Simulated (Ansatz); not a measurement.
Heat of formation of C3H4O (methylketene) from total energies

C3H4O: 8 atoms, total charge 0, spin state singlet. As SMILES, `CC=C=O`. Geometry: relaxed at PBE0-D4/def2-TZVP.

Total energies at revPBE/cc-pVDZ (Ansatz 0.2.0); the atoms run unrestricted:

```
species    state  energy (Eh)
  C3H4O  singlet  -191.874934
      C  triplet   -37.838504
      O  triplet   -75.043374
      H  doublet    -0.503191
```

Harmonic wavenumbers at PBE0-D4/def2-TZVP, in cm⁻¹: 149, 208, 520, 563, 659, 914, 1054, 1086, 1157, 1410, 1426, 1475, 1507, 2242, 3046, 3104, 3139, 3204.

Measured heats of formation of the gaseous atoms at 298.15 K, in kJ/mol: C 716.9, O 249.2, H 218.0. Spin-orbit lowering of the atoms at 298 K (mean of the ground term's levels less their thermal mean, from spectra), in kJ/mol: C 0.02, O 0.40. Take 1 Eh = 2625.50 kJ/mol, 1 cm⁻¹ = 0.0119627 kJ/mol, RT = 2.479 kJ/mol.

Task: Work out the heat of formation of the gas at 298 K.

Result: 
1. Electronic atomisation energy: 3 × (-37.838504) + (-75.043374) + 4 × (-0.503191) − (-191.874934) = 1.303284 Eh = 3421.8 kJ/mol.
2. Zero-point energy: half the sum of the wavenumbers, 13431.5 cm⁻¹ = 160.7 kJ/mol.
3. Thermal vibrational enthalpy, Σ hcν̃/(exp(hcν̃/kT) − 1): 4.9 kJ/mol. Translation, rotation and pV of a non-linear molecule: 4 RT = 9.9 kJ/mol.
4. The 8 free atoms carry 5/2 RT each: 49.6 kJ/mol.
5. Spin-orbit coupling lowers the free atoms by 3 × 0.02 + 0.40 = 0.5 kJ/mol.
6. Atomisation enthalpy at 298 K: 3421.8 − 0.5 − 160.7 − 4.9 − 9.9 + 49.6 = 3295.4 kJ/mol.
7. Sum of the atoms' heats of formation: 3271.9 kJ/mol. Heat of formation: 3271.9 − 3295.4 = -23.5 kJ/mol.

No measured value is set beside it here. Anharmonicity and any spin-orbit splitting of the molecule are left out.
